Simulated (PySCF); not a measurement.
Molecule: `C1C[SiH2]1`, C$_{2}$H$_{6}$Si.

Bonds (- single, = double, # triple, : aromatic): C1-C2, C2-Si3, Si3-C1. C1 carries H4, H5; C2 carries H6, H7; Si3 carries H8, H9.

Frames of a GFN2-xTB Langevin trajectory at 300 K; GIAO PBE0/pcSseg-1 shieldings in PySCF 2.14, gas phase, non-relativistic; equivalent atoms averaged within each frame.

Referencing at the same level of theory: 13C (186.93 ppm), 29Si (349.16 ppm), 1H (31.72 ppm) vs TMS. The references are static minima.

How do the shifts (ppm) fluctuate along the trajectory?

## Answers


```tsv
time (fs)	C1/C2	Si3	H8/H9	H4/H5/H6/H7
optimised geometry	-7.7	-160.4	2.42	0.52
250	-0.5	-155.5	3.28	0.79
425	-7.2	-166.4	2.14	0.58
625	-8.1	-144.4	3.18	0.31
800	-4.9	-156.9	2.71	0.71
1000	-2.2	-146.4	3.26	1.39
mean of frames	-4.6	-153.9	2.92	0.76
standard deviation	3.2	8.9	0.49	0.40
```

5 frames give an uncertainty of the mean of about the standard deviation over 2.2 at best, since frames this close in time may not be independent; classical motion lacks zero-point vibration, and the reference would need the same averaging.
